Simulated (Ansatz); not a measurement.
We consider corundum Cr2O3, described by LDA in Ansatz (PAW).

Settings: plane-wave cutoff 500 eV, 10×10×10 k mesh, Fermi–Dirac smearing 0.05 eV, magnetic order afm+--+, spin-polarised with opposed moments, scalar-relativistic PAW data made under PBE.

Cell (relaxed at this level):

```yaml
crystal:
  lattice:
    - [4.52569, -2.46247, -0.06057]
    - [4.52569, 2.46247, -0.06057]
    - [3.24026, 0.00000, 4.00625]
  atoms:
    - { symbol: Cr, position: [0.34359, 0.34359, 0.34359] }
    - { symbol: Cr, position: [0.15641, 0.15641, 0.15641] }
    - { symbol: Cr, position: [0.65641, 0.65641, 0.65641] }
    - { symbol: Cr, position: [0.84359, 0.84359, 0.84359] }
    - { symbol: O, position: [0.56415, 0.93585, 0.25000] }
    - { symbol: O, position: [0.25000, 0.56415, 0.93585] }
    - { symbol: O, position: [0.93585, 0.25000, 0.56415] }
    - { symbol: O, position: [0.43585, 0.06415, 0.75000] }
    - { symbol: O, position: [0.75000, 0.43585, 0.06415] }
    - { symbol: O, position: [0.06415, 0.75000, 0.43585] }
```

Task: Estimate the magnetic moment (largest site, within a sphere) and band gap that the calculation returns.

Result: 
- magnetic moment (largest site, within a sphere) = 1.99 μB
- band gap = 0.59 eV (on the SCF k mesh)

Measured, for comparison: band gap 3.3 ± 0.1 eV (temperature not stated, not corrected to a static lattice, middle of the range; as tabulated in Medasani et al. (2019), arXiv:1904.04625). Computed (rounded) less measured: band gap -2.71 eV.

Moments are spin moments.

Computed values are for the static lattice.

It cost about 19 core-minutes (a rough figure) of CPU time.

Ansatz is a first-principles code.
